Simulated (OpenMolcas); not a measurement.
# Exact exchange and the electronic atomisation energy of NO (nitric oxide)

NO: 2 atoms, total charge 0, spin state doublet. SMILES: `[N]=O`. The shape is that of a PBE0-D4/def2-TZVP optimisation.

The electronic atomisation energy y, in eV, basis def2-TZVPPD; a is the functional's share of exact exchange. Programs: OpenMolcas 26.06.

| functional | program | a | y (eV) |
| --- | --- | --- | --- |
| UPBE | OpenMolcas | 0 | 7.44 |
| UBLYP | OpenMolcas | 0 | 7.19 |
| UB3LYP | OpenMolcas | 0.2 | 6.71 |
| UPBE0 | OpenMolcas | 0.25 | ? |
| UBHLYP | OpenMolcas | 0.5 | 5.75 |

Question: Fit y = c + s·a to the known rows and predict UPBE0.

Answer: 
1. Means of the 4 rows: a = 0.1750, y = 6.772.
2. Σ(Δa)² = 0.1675, Σ(Δa·Δy) = -0.52375, so the slope is -0.52375/0.1675 = -3.1269.
3. Intercept: 6.772 − (-3.1269) × 0.1750 = 7.319. The largest residual of the fit is 0.13.
4. UPBE0: 7.319 + (-3.1269) × 0.25 = 6.54 eV.

The run gave 6.64 eV, so the prediction is off by -0.10 eV, within the scatter of the fit. The rows mix families of semi-local functionals, which the line can't see.
